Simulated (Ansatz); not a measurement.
```yaml
crystal:
  periodic: [false, false, false]
  atoms:
    - {symbol: F, position_ang: [-1.735630, -0.087893, -0.813396]}
    - {symbol: S, position_ang: [-0.514843, 0.833604, -0.422337]}
    - {symbol: S, position_ang: [1.131915, -0.339507, 0.036952]}
    - {symbol: F, position_ang: [1.178179, -0.521467, 1.324420]}
basis:
  gaussian: {orbitals: aug-pcseg-2, final_grid: {core_spheres: 5, valence_spheres: 4, degree: 11}}
hamiltonian: {xc: {name: HF}}
correlation: {active_space: {window: {electrons: 3, orbitals: 2}}}
scf: {lower_state_search: full}
output: {forces: true}
```

```sh
$ ansatz run in.yaml --threads 4 --pin off --events-out ev --progress --plain --max-ram 10444MiB
```

It prints (some lines left out):

```
Functional definition: HF
1284 factors; integrals over basis functions are off by at most 1.2e-3 eV
mean field evaluation 1: about -27042.9205 eV, gradient 3.2e1 eV
mean field evaluation 2: about -27043.2184 eV, gradient 3.2e1 eV
mean field evaluation 4: about -27045.4355 eV, gradient 3.9e0 eV
mean field evaluation 8: about -27045.5045 eV, gradient 4.1e-1 eV
mean field evaluation 16: about -27045.5063 eV, gradient 2.5e-6 eV
mean field -27045.50630776 eV, -993.9040247076 hartree, gradient 2.5e-6 eV, S^2 0.000000; 0 other end points of the search recorded, 0 dependent functions left out
reference -27045.50630776 eV, -993.9040247076 hartree; 25, 25 occupied and 167, 167 virtual orbitals, 1284 factors
Error: 3 electrons in 2 orbitals form no window around the highest filled level of the reference
```

(1) What is wrong with this run?

Answers

(1) The active space doesn't fit the electrons. The run stopped with an error.
